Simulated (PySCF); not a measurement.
Atoms are numbered as in `[CH:1]#[C:2]/[CH:3]=[N:4]\[CH2:5][CH3:6]`. Hydrogens are named by the atom that carries them.

Computed data (PySCF 2.14.0 with density-fitted response routines): σ from GIAO-PBE0/pcSseg-1, structure optimised with GFN2-xTB. Single conformer, no solvent model, non-relativistic Hamiltonian, one averaged value for each set of equivalent atoms.

Referencing at the same level of theory: 13C (σ = 186.93 ppm) against TMS.

Problem. Do the 13C shifts follow the atomic charges (in e)? Tabulate both.

Solution. 
| atoms | hybridisation | δ (ppm) | σ para (ppm) | Hirshfeld | IAO | Mulliken | ESP-fitted |
| --- | --- | --- | --- | --- | --- | --- | --- |
| C3 | sp2 | 144.4 | -207 | +0.04 | -0.01 | +0.11 | +0.43 |
| C1 | sp | 93.3 | -163 | -0.08 | -0.20 | -0.29 | -0.31 |
| C2 | sp | 78.0 | -154 | -0.04 | -0.06 | +0.15 | -0.16 |
| C5 | sp3 | 56.0 | -117 | -0.03 | -0.15 | -0.07 | +0.51 |
| C6 | sp3 | 18.9 | -79 | -0.12 | -0.42 | -0.28 | -0.47 |

Correlation coefficients of δ with charge over these carbons: Hirshfeld +0.81, IAO +0.83, Mulliken +0.54, ESP-fitted +0.49; with the paramagnetic shielding -0.99. With so few points, grouped by hybridisation, these coefficients are fragile. Charge is one influence among several: hybridisation and low-lying excitations act through the paramagnetic term.

Shifts are as computed. Against solution values, carbons near 30 ppm lie about +3 ppm off and those near 130 ppm about +5 ppm. Of 1211 compounds with measured shifts, 218 miss one by over three times the rms of a fit or turn the order of signals round; such compounds aren't used in these exercises.
